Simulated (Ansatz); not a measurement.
C2H7FN2, SMILES `CC(N)(N)F`, 12 atoms. Charge 0, multiplicity 1. All runs use 4 threads of an Arm Neoverse V1 on a shared host. Correlated methods freeze the cores.

Problem. Give the basis size and wall time and peak host memory of each of these runs in Ansatz. RKS ωB97M-V/def2-SVP energy; RKS PBE0-D4/def2-QZVPP energy; RKS B2PLYP (frozen core)/def2-TZVPP energy; RHF-CCSD(T)/def2-TZVPP energy; RHF-MP2/def2-QZVPP energy; RKS ωB97X-V/def2-TZVPP energy; RKS PBE-D4/def2-TZVPP energy and forces; RKS PBE0-D4/def2-TZVP relaxation (7 steps); RKS ωB97M-V/def2-QZVPP energy; RHF-CCSD(T)/def2-SVP energy; direct RPA on PBE orbitals/def2-TZVPP energy; RKS PBE0-D4/def2-TZVP frequencies. (An estimate is asked.)

Solution. The calculation gave: Other jobs shared the machine, so times are rough.

```csv
level,job,functions,wall time,peak host memory (GiB)
RKS PBE-D4/def2-TZVPP,energy and forces,253,2.5 s,0.3
RKS ωB97M-V/def2-SVP,energy,105,4 s,0.3
RKS B2PLYP (frozen core)/def2-TZVPP,energy,253,5 s,0.69
direct RPA on PBE orbitals/def2-TZVPP,energy,253,5.5 s,0.66
RHF-CCSD(T)/def2-SVP,energy,105,6.5 s,0.54
RKS ωB97X-V/def2-TZVPP,energy,253,7 s,0.68
RKS PBE0-D4/def2-QZVPP,energy,495,7.5 s,1.6
RKS ωB97M-V/def2-QZVPP,energy,495,18 s,2
RKS PBE0-D4/def2-TZVP,relaxation (7 steps),197,22 s,0.45
RHF-MP2/def2-QZVPP,energy,495,24 s,3.5
RKS PBE0-D4/def2-TZVP,frequencies,197,2.3 min,0.46
RHF-CCSD(T)/def2-TZVPP,energy,253,3.2 min,6.1
```
